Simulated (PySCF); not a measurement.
**Functional dependence of a UV spectrum**

Compound: acetyl chloride, C₂H₃ClO.
InChI=1S/C2H3ClO/c1-2(3)4/h1H3

Linear-response calculations in the def2-SVPD basis (PySCF; singlets by full response, triplets Tamm–Dancoff, core orbitals frozen in the response; HF means time-dependent Hartree–Fock). 'Strongest' is the level of largest summed f among the singlets computed (10 roots, of which the last may lack a degenerate partner); it can jump between rows when another state enters that window. S1 is the lowest singlet of each run and needn't be the same state throughout; f(S1) is that of one state. Isolated species at its PBE0-D3(BJ)/def2-SVP geometry, gas phase.

| run | S1 (eV) | f(S1) | strongest (eV) | T1 (eV) | HOMO (eV) | gap (eV) | ionisation energy, ΔSCF (eV) |
| --- | --- | --- | --- | --- | --- | --- | --- |
| 1 | 5.24 | 0.000 | 8.44 | 4.67 | -8.75 | 7.52 | 11.07 |
| 2 | 5.19 | 0.000 | 8.22 | 4.67 | -8.48 | 6.99 | 11.08 |
| 3 | 5.71 | 0.000 | 10.21 | 5.21 | -12.51 | 15.00 | not settled |
| 4 | 5.05 | 0.000 | 7.73 | 4.55 | -7.21 | 4.86 | 10.86 |

Task: The runs used B3LYP, HF, PBE and PBE0. Which is which?

Result: 1 = PBE0, 2 = B3LYP, 3 = HF, 4 = PBE. Among the levels with a fixed share of exact exchange, the HOMO sinks and the orbital gap widens as that share grows. S1 runs from 5.01 eV (LDA) to 5.71 eV (HF), a spread of 0.70 eV, while the orbital gap spreads over 10.2 eV. Along PBE (0%), B3LYP (20%), PBE0 (25%), HF (100%) S1 rises with the share of exact exchange. −ε(HOMO) comes closest to its own ΔSCF ionisation energy with PBE0 (-2.32 eV) and misses most with LDA (-3.71 eV). 'Not settled' means that the ion's SCF failed to converge or may have ended in another state than the lowest.
